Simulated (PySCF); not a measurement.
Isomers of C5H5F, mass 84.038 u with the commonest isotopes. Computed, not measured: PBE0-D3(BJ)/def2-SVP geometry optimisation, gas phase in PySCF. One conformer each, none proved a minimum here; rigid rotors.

Question: Order these by radius of gyration √(Σ m r²/M), smallest first.
A. `C=C1C(C)=C1F`
B. `CC(F)=C1C=C1`
C. `C1CC=C(C=1)F`
D. `C#CC1(F)CC1`
E. `[CH2:1]=[C:2]=[CH:3][C:4](=[CH2:5])[F:6]` with C2–C3–C4–C5 180°
F. `C=C(F)C#CC`
G. `C#C[C@@H]1C[C@@H]1F`

Answer: C (1.578 Å), D (1.643 Å), G (1.678 Å), B (1.744 Å), A (1.777 Å), E (1.833 Å), F (2.015 Å).

Question: Order these by rotational constant A, largest first.
A. `C#C[C@@H]1C[C@@H]1F`
B. `CC(F)=C1C=C1`
C. `C#CC1(F)CC1`
D. `C=C(F)C#CC`
E. `[CH2:1]=[C:2]=[CH:3][C:4](=[CH2:5])[F:6]` with C2–C3–C4–C5 180°
F. `FC1=CCC=C1`
G. `C1(C)=C(C1=C)F`

Answer: D (10093 MHz), E (9622 MHz), F (8222 MHz), B (7481 MHz), A (6535 MHz), C (6198 MHz), G (3858 MHz).

Question: Order these by rotational constant C, largest first.
A. `C=C(F)C#CC`
B. `FC1=CCC=C1`
C. `C#C[C@@H]1C[C@@H]1F`
D. `C1(C=C1)=C(F)C`
E. `C=C1C(C)=C1F`
F. `[CH2:1]=[C:2]=[CH:3][C:4](=[CH2:5])[F:6]` with C2–C3–C4–C5 180°

Answer: B (2434 MHz), C (2284 MHz), D (1991 MHz), E (1915 MHz), F (1801 MHz), A (1487 MHz).

```csv
SMILES,point group,Ia (u·Å²),Ib (u·Å²),Ic (u·Å²),κ,μa (D),μb (D),μc (D)
FC1=CCC=C1,Cs,61.47,149.34,207.67,-0.67,1.82,0.08,0.00
C=C1C(C)=C1F,Cs,131.00,136.00,263.84,0.85,1.28,1.97,0.00
CC(F)=C1C=C1,Cs,67.56,189.50,253.88,-0.75,2.40,1.37,0.00
C=C(F)C#CC,–,50.07,292.89,339.77,-0.94,1.97,1.11,0.00
C#CC1(F)CC1,Cs,81.54,165.30,206.74,-0.67,0.08,1.74,0.00
C#C[C@@H]1C[C@@H]1F,C1,77.34,174.82,221.23,-0.71,0.70,1.61,0.42
C=C=CC(=C)F,Cs,52.52,231.56,280.54,-0.90,0.60,1.16,0.00
FC1=CC=CC1,Cs,60.58,150.04,207.47,-0.68,0.93,0.58,0.01
```
